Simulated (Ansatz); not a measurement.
Antifluorite Mg2Ge was calculated with PBE in Ansatz (PAW).

Run with plane-wave cutoff 500 eV, 12×12×12 k mesh, Fermi–Dirac smearing 0.05 eV, scalar-relativistic PAW data made under PBE.

Computed at the level's own relaxed cell.

Predict the equilibrium volume per atom, lattice constant a and band gap.


* **equilibrium volume per atom**: 22.07 Å³/atom
* **lattice constant a**: 6.422 Å
* **band gap**: 0.17 eV (on the SCF k mesh)

Measured, for comparison: band gap 0.74 eV (temperature not stated, not corrected to a static lattice, indirect, Γ–X; as tabulated in Ryu et al. (2019), arXiv:1905.06140); equilibrium volume per atom 21.69 Å³/atom, lattice constant a 6.385 Å (temperature not stated, not corrected to a static lattice; as tabulated in Grosch, Range, J. Alloys Compd. 235, 250 (1996)). Computed (rounded) less measured: equilibrium volume per atom +1.8 %, lattice constant a +0.6 %.

Spin–orbit coupling is not included.

Computing time: roughly 40 core-seconds.

Ansatz is a first-principles code.
